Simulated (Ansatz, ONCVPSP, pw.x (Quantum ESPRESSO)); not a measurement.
## What a changed setting does to a pw.x run (fcc Os)

Potential: optimised norm-conserving Vanderbilt (ONCV), ONCVPSP 4.0.1, LDA (Perdew-Wang 92); core [Kr] 4d10 4f14, reference 5s2 5p6 5d6 6s1.75 6p0.25; waves: 5s+6s: rc 1.45 bohr, ncon 4, nbas 8, qcut 8.7 1/bohr, 2 projectors; 5p+6p: rc 2.25 bohr, ncon 4, nbas 8, qcut 6.1 1/bohr, 2 projectors; 5d: rc 2.25 bohr, ncon 4, nbas 9, qcut 8 1/bohr, 2 projectors, debl 3.5 Ha; local part: polynomial inside 1.00 bohr (lpopt 5, dvloc0 1 Ha); core correction: polynomial model core, fcfact 0.65.

The reference run (k-mesh 15³, cutoffs 80/320 Ry, Fermi–Dirac 0.01 Ry, mixing_beta 0.4, conv_thr 1e-9, no spin) gives -5.62 GPa at 13.735 Å³/atom, where all-electron LAPW gives 0.40 GPa. This run, with its own iteration cap, changes k-mesh shift to 1.

```
&control
  calculation='scf', prefix='x', pseudo_dir='./', outdir='./tmp', tstress=.true., disk_io='none'
/
&system
  ibrav=0, nat=1, ntyp=1, ecutwfc=80, ecutrho=320, nbnd=16,
  occupations='smearing', smearing='fd', degauss=0.01
/
&electrons
  conv_thr=1e-09, mixing_beta=0.4, electron_maxstep=50
/
ATOMIC_SPECIES
Os 1.0 Os.UPF
CELL_PARAMETERS angstrom
  0.00000000 1.90078453 1.90078453
  1.90078453 0.00000000 1.90078453
  1.90078453 1.90078453 0.00000000
ATOMIC_POSITIONS crystal
Os 0.0000 0.0000 0.0000
K_POINTS automatic
15 15 15 1 1 1
```

```bash
pw.x < Os.scf.in > Os.scf.out
```

**Question.** How does the run end?

**Answer.** It converges in 7 iterations; the free energy moves by +6.1 meV/atom and the pressure by +0.31 GPa.

```
Message from routine setup:
     using ibrav=0 with symmetry is DISCOURAGED, use correct ibrav instead
     lattice parameter (alat)  =       5.0798  a.u.
     unit-cell volume          =      92.6884 (a.u.)^3
     number of electrons       =        16.00
     number of Kohn-Sham states=           16
     kinetic-energy cutoff     =      80.0000  Ry
     charge density cutoff     =     320.0000  Ry
     scf convergence threshold =      1.0E-09
     Exchange-correlation= SLA  PW   NOGX NOGC
     number of k points=   344  Fermi-Dirac smearing, width (Ry)=  0.0100
     iteration #  1     ecut=    80.00 Ry     beta= 0.40
     total energy              =    -235.23306352 Ry
     estimated scf accuracy    <       0.04118893 Ry
     iteration #  2     ecut=    80.00 Ry     beta= 0.40
     total energy              =    -235.23637562 Ry
     estimated scf accuracy    <       0.00309199 Ry
     iteration #  3     ecut=    80.00 Ry     beta= 0.40
     total energy              =    -235.23684790 Ry
     estimated scf accuracy    <       0.00021444 Ry
     iteration #  4     ecut=    80.00 Ry     beta= 0.40
     total energy              =    -235.23686614 Ry
     estimated scf accuracy    <       0.00000695 Ry
     iteration #  5     ecut=    80.00 Ry     beta= 0.40
     total energy              =    -235.23686774 Ry
     estimated scf accuracy    <       0.00000051 Ry
     iteration #  6     ecut=    80.00 Ry     beta= 0.40
     total energy              =    -235.23686786 Ry
     estimated scf accuracy    <          2.2E-09 Ry
     iteration #  7     ecut=    80.00 Ry     beta= 0.40
     the Fermi energy is    26.2187 ev
!    total energy              =    -235.23686787 Ry
     estimated scf accuracy    <          8.5E-10 Ry
     smearing contrib. (-TS)   =      -0.00350305 Ry
     The total energy is F=E-TS. E is the sum of the following terms:
     one-electron contribution =     -19.81214990 Ry
     hartree contribution      =      22.62733820 Ry
     xc contribution           =     -74.66644732 Ry
     ewald contribution        =    -163.38210579 Ry
     convergence has been achieved in   7 iterations
          total   stress  (Ry/bohr**3)                   (kbar)     P=      -53.15
     Message from routine punch:
     Nothing written, as per user request (disk_io='none')
```

The run took about 64 s on one core of a shared host (Intel(R) Xeon(R) Platinum 8488C, 192 threads, 744 GiB, load 86).
